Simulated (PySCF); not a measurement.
propene cation (C3H6), SMILES CC=C (connectivity only; charge and spin as stated), charge +1, multiplicity 2.

Coordinates come from a r2SCAN-D4/def2-TZVP optimisation. The spin state was assumed, not searched.

All values below come from TDA-B3LYP/def2-SVPD (PySCF).

Vertical excitations. Isolated molecule, no solvent.

Computed UV-visible absorptions:
```
state    energy (eV)  λ (nm)      f                                                   main pairs
-------  -----------  ------  -----  -----------------------------------------------------------
root 1          3.22     385  0.001                                             β HOMO→LUMO 87 %
root 2          3.57     347  0.002                                           β HOMO−1→LUMO 80 %
root 3          4.59     270  0.050                          α HOMO→LUMO 6 %, β HOMO−2→LUMO 81 %
root 4          5.01     247  0.004                                           β HOMO−3→LUMO 94 %
root 5          5.83     213  0.198                         α HOMO→LUMO 70 %, β HOMO−4→LUMO 18 %
root 6          6.26     198  0.090                         α HOMO→LUMO 18 %, β HOMO−4→LUMO 72 %
root 7          6.90     180  0.008                                           α HOMO−1→LUMO 89 %
root 8          7.40     168  0.010                                           α HOMO−2→LUMO 84 %
root 9          8.18     152  0.002    α HOMO−4→LUMO 9 %, β HOMO→LUMO+1 43 %, β HOMO−5→LUMO 32 %
root 10         8.36     148  0.022  α HOMO−3→LUMO 63 %, β HOMO−2→LUMO+1 21 %, β HOMO→LUMO+1 8 %
```
Unrestricted roots are not spin-pure.
